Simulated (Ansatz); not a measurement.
# BClH4O: the cost of one run

All numbers below are computed with Ansatz 0.2.0 (UKS B3LYP-D4/STO-3G).

## Step 1: The system as given

Bond lengths: B1–O2 1.746 Å, B1–H3 1.161 Å, B1–H4 1.163 Å, B1–Cl6 2.169 Å, O2–H7 0.958 Å. Angles: B1–O2–H7 106.2°, O2–B1–H3 109.4°, O2–B1–H4 110.9°, O2–B1–Cl6 88.5°, H3–B1–H4 125.3°, H3–B1–Cl6 107.9°, H4–B1–Cl6 108.6°.

Structure file:

```xyz
7

B     0.3083   -0.3335    0.6054
O     0.2589   -0.1071   -1.1251
H     1.3854   -0.1345    0.9890
H    -0.3655   -1.2257    0.9269
H    -0.3165    0.9683   -0.7694
Cl   -0.8256    1.5029    0.8219
H    -0.4450   -0.6703   -1.4487
```

## Step 2: Pulling towards end A

Springs on the bonds that form and break draw the guess towards this end; the thresholds are loose.

input.yaml reads:

```yaml
crystal:
  periodic: [false, false, false]
  atoms:
    - { symbol: B, position_ang: [0.3083, -0.3335, 0.6054] }
    - { symbol: O, position_ang: [0.2589, -0.1071, -1.1251] }
    - { symbol: H, position_ang: [1.3854, -0.1345, 0.989] }
    - { symbol: H, position_ang: [-0.3655, -1.2257, 0.9269] }
    - { symbol: H, position_ang: [-0.3165, 0.9683, -0.7694] }
    - { symbol: Cl, position_ang: [-0.8256, 1.5029, 0.8219] }
    - { symbol: H, position_ang: [-0.445, -0.6703, -1.4487] }
magnetization:
  spin_polarized: true
basis:
  gaussian: { orbitals: STO-3G }
hamiltonian:
  xc: b3lyp
  dispersion: d4
relax:
  f_tol: 0.15
  max_steps: 25
  restrain:
    - { distance: [0, 5], at: 3.16, k: 30.0 }
    - { distance: [4, 1], at: 2.27, k: 30.0 }
    - { distance: [0, 1], at: 1.5, k: 30.0 }
    - { distance: [4, 5], at: 1.33, k: 30.0 }
```

Launch:

```bash
ansatz run input.yaml --threads 1 --pin off --max-ram 2048MiB --backend cpu --events-out ev --progress --plain --runs-dir out
```

**Question.** How long does this run take on 1 thread of Intel Xeon Platinum 8488C (Sapphire Rapids), shared host, and how much memory does it need?

About 13 s, with a peak of 0.15 GiB.
